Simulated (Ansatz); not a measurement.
Reaction (SMILES): [SiH4] (SiH4) → [SiH3] (SiH3) + H atom
B3LYP-D3(BJ)/def2-TZVP geometries, fixed; electronic energies without zero-point terms.

Basis-set convergence of the bond dissociation energy at PBE0 with Ansatz (a first-principles code). Cartesian d functions, on some or all atoms, in 6-31G*, 6-31G**; all else is spherical. The program fits the integrals of some runs and decomposes those of others, by size. Open shells are unrestricted. No added dispersion term, no relativity. Functions are those of the species that has most. Reference: the value in pcseg-4, 91.86 kcal/mol, itself unsure by roughly 0.02 kcal/mol (its mean distance from aug-pcseg-3, aug-cc-pV(Q+d)Z, cc-pV(5+d)Z). Deviations are taken from unrounded values.

```tsv
basis	functions	bond dissociation energy (kcal/mol)	minus reference (kcal/mol)
6-31G*	27	91.85	-0.02
def2-SVP	38	91.36	-0.50
pcseg-1	38	91.47	-0.39
6-31G**	39	92.23	0.37
def2-SVPD	56	91.50	-0.37
aug-pcseg-1	63	91.36	-0.51
6-311++G(2d,2p)	75	91.53	-0.34
def2-TZVPD	79	91.75	-0.11
pcseg-2	90	91.92	0.05
cc-pV(T+d)Z	95	91.82	-0.05
jun-cc-pV(T+d)Z	104	91.77	-0.09
def2-TZVPPD	116	91.78	-0.08
aug-cc-pV(T+d)Z	147	91.71	-0.16
cc-pV(Q+d)Z	184	91.91	0.05
def2-QZVPPD	208	91.83	-0.04
aug-cc-pV(Q+d)Z	273	91.90	0.03
cc-pV(5+d)Z	320	91.87	0.01
pcseg-4	349	91.86	0.00
```

The smallest set listed that lies within 1 kcal/mol of the reference with all its larger relatives (same family, alike in diffuse functions; a set with none counts only in the reference's own line) is 6-31G* (27 functions, -0.02 kcal/mol off). (Relatives not listed, tested too: 6-311G** -0.50, def2-TZVP -0.10, def2-TZVPP -0.06, 6-311++G(3df,3pd) -0.12, aug-pcseg-2 -0.09, def2-QZVP -0.03, def2-QZVPP -0.03, pcseg-3 0.01, aug-pcseg-3 -0.02 kcal/mol.)
